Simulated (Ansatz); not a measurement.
# [PH4]+ (phosphonium) at 6 levels

Wanted: a comparison of 6 runs (HF/3-21G, CAM-B3LYP/6-31G, UPBE0/6-31G, wB97M-V/6-31G, CCSD(T)/3-21G, UCCSD(T)/6-31G) of [PH4]+ (phosphonium). 

Program for the calculation: Ansatz 0.2.0.

## Step 1: The system as given

[PH4]+ has 5 atoms, charge +1, and is taken as a singlet. As SMILES, `[PH4+]`. The H3–P1 distance was set to 1.719 Å, away from the relaxed value.

Bond lengths: P1–H2 1.375 Å, P1–H4 1.375 Å, P1–H5 1.375 Å. Angles: H2–P1–H4 109.5°, H2–P1–H5 109.5°, H4–P1–H5 109.5°.

## Step 2: The energy at HF/3-21G (run 1)

Contents of job.yaml:

```yaml
crystal:
  periodic: [false, false, false]
  atoms:
    - {symbol: P, position_ang: [0.154283, 0.253976, -0.172665]}
    - {symbol: H, position_ang: [1.511763, 0.192646, 0.037735]}
    - {symbol: H, position_ang: [-0.617320, -1.016050, 0.691010]}
    - {symbol: H, position_ang: [-0.107557, 0.120226, -1.516055]}
    - {symbol: H, position_ang: [-0.323947, 1.465116, 0.269115]}
basis:
  gaussian:
    orbitals: 3-21G.json
total_charge: 1
hamiltonian:
  xc: hf
accuracy: high
```

The basis set 3-21G is read from a file made from the Basis Set Exchange's data (not shown).

Started as:

```console
$ ansatz run job.yaml --threads 1 --pin off --max-ram 2610MiB --events-out events.jsonl --progress --plain --runs-dir runs
```

The log of the run:

```text
Warning: RAYON_NUM_THREADS=1 ignored (pool sized by the plan → 1); use --threads N
Functional definition: HF
  name "HF"
  exchange = exact_x
  correlation = 0
419 factors; integrals over basis functions are off by at most 4.0e-9 eV
mean field evaluation 1: about -9277.8846 eV, gradient 9.6e0 eV
mean field evaluation 2: about -9277.8765 eV, gradient 9.6e0 eV
mean field evaluation 4: about -9278.2481 eV, gradient 5.3e-1 eV
mean field evaluation 8: about -9278.2498 eV, gradient 5.6e-7 eV
mean field -9278.24975972 eV, -340.9693896460 hartree, gradient 3.9e-8 eV, S^2 0.000000; 0 other end points of the search recorded, 0 dependent functions left out
reference -9278.24975972 eV, -340.9693896460 hartree; 9, 9 occupied and 12, 12 virtual orbitals, 419 factors
Total energy: -9278.24975972 eV, -340.9693896460 hartree
```

It took 0.12 s on 1 thread of AMD EPYC 7R43 (Zen 3), shared host.

## Step 3: A single-point energy at CAM-B3LYP/6-31G (run 2)

Contents of input.yaml:

```yaml
crystal:
  periodic: [false, false, false]
  atoms:
    - {symbol: P, position_ang: [0.154283, 0.253976, -0.172665]}
    - {symbol: H, position_ang: [1.511763, 0.192646, 0.037735]}
    - {symbol: H, position_ang: [-0.617320, -1.016050, 0.691010]}
    - {symbol: H, position_ang: [-0.107557, 0.120226, -1.516055]}
    - {symbol: H, position_ang: [-0.323947, 1.465116, 0.269115]}
basis:
  gaussian:
    orbitals: 6-31G
total_charge: 1
hamiltonian:
  xc: {name: CAM-B3LYP}
accuracy: high
```

Started as:

```console
$ ansatz run input.yaml --threads 1 --pin off --max-ram 2610MiB --events-out events.jsonl --progress --plain --runs-dir runs
```

The log of the run:

```text
Warning: RAYON_NUM_THREADS=1 ignored (pool sized by the plan → 1); use --threads N
Functional definition: CAM-B3LYP
  name "CAM-B3LYP"
  parameter alpha = 0.19
  parameter beta = 0.46
  parameter omega = 0.33/bohr
  parameter ac = 0.81
  exchange = (1 - alpha - beta)*b88_x + beta*b88_x_sr(omega) + alpha*exact_x + beta*exact_x_lr(omega)
  correlation = (1 - ac)*vwn5_c + ac*lyp_c
476 factors; integrals over basis functions are off by at most 4.1e-9 eV
199 factors; integrals over basis functions are off by at most 2.3e-9 eV
mean field evaluation 1: about -9342.4818 eV, gradient 1.3e1 eV
mean field evaluation 2: about -9342.9226 eV, gradient 7.9e0 eV
mean field evaluation 4: about -9343.1325 eV, gradient 2.1e-1 eV
mean field evaluation 8: about -9343.1246 eV, gradient 2.9e-4 eV
mean field -9343.12464572 eV, -343.3534977327 hartree, gradient 3.5e-8 eV, S^2 0.000000; 0 other end points of the search recorded, 0 dependent functions left out
reference -9343.12466026 eV, -343.3534982674 hartree; 9, 9 occupied and 12, 12 virtual orbitals, 476 factors
Total energy: -9343.12466026 eV, -343.3534982674 hartree
```

Run time: 0.89 s. Hardware: 1 thread of AMD EPYC 7R43 (Zen 3), shared host; peak memory 0.1 GiB.

Runs 3 to 5 aren't shown in full; the table further down has their settings and results.

## Step 4: The energy at UCCSD(T)/6-31G (run 6)

input.yaml: that of step 3 with these lines changed.

```diff
@@ -11,5 +11,11 @@
     orbitals: 6-31G
+accuracy: high
+correlation:
+  method: ccsd_t
+  frozen_orbitals: {H: 0, P: 5}
 total_charge: 1
-hamiltonian:
-  xc: {name: CAM-B3LYP}
-accuracy: high
+scf:
+  omitted_lower_state_checks: [cluster_reference, increment]
+magnetization:
+  spin_polarized: true
+  initial_magnetization: 0
```

Started as:

```console
$ ansatz run input.yaml --threads 1 --pin off --max-ram 2610MiB --events-out events.jsonl --progress --plain --runs-dir runs
```

The log of the run, shortened:

```text
Warning: RAYON_NUM_THREADS=1 ignored (pool sized by the plan → 1); use --threads N
Functional definition: HF
  name "HF"
[...]
476 factors; integrals over basis functions are off by at most 4.1e-9 eV
[...]
mean field -9324.43792023 eV, -342.6667732374 hartree, gradient 2.2e-8 eV, S^2 0.000000; 0 other end points of the search recorded, 0 dependent functions left out
5 core orbitals not correlated: weight in the atoms' cores, before any rotation towards them, 1.000 or more for the frozen orbitals, at most 0.000 for the correlated occupied ones
reference -9324.43792023 eV, -342.6667732374 hartree; 4, 4 occupied and 12, 12 virtual orbitals, 476 factors
second order -1.92785342 eV of doubles, -0.00000000 eV of singles
cycle   1  -2.39589741 eV  change   -4.7e-1 eV  update   5.7e-2
[...]
cycle  18  -2.64588709 eV  change   5.0e-10 eV  update  1.7e-10
perturbative correction -0.02515077 eV, -0.0009242737 hartree
Total energy: -9327.10895809 eV, -342.7649320682 hartree
Checks for a lower state left out: cluster_reference, increment
```

Wall time 0.36 s (1 thread of AMD EPYC 7R43 (Zen 3), shared host).

## Step 5: All runs side by side

| run | level | frozen core orbitals | energy (Eh) | wall time |
| --- | --- | --- | --- | --- |
| 1 | HF/3-21G | – | -340.969390 | 0.12 s |
| 2 | CAM-B3LYP/6-31G | – | -343.353498 | 0.89 s |
| 3 | UPBE0/6-31G | – | -343.219946 | 1.1 s |
| 4 | wB97M-V/6-31G | – | -343.314072 | 6.3 s |
| 5 | CCSD(T)/3-21G | 5 | -341.071601 | 0.18 s |
| 6 | UCCSD(T)/6-31G | 5 | -342.764932 | 0.36 s |

## Step 6: What came out

| quantity | value |
| --- | --- |
| run 6: total energy | -342.76493 Eh |
| run 6: correlation energy (5 core orbitals frozen) | -98.2 mEh |
| run 6: (T) correction | -0.92 mEh |
| run 6: T1 diagnostic | 0.006 |

Totals of different functionals can't be ranked against each other. All runs together took 9 s, the longest 6.3 s.
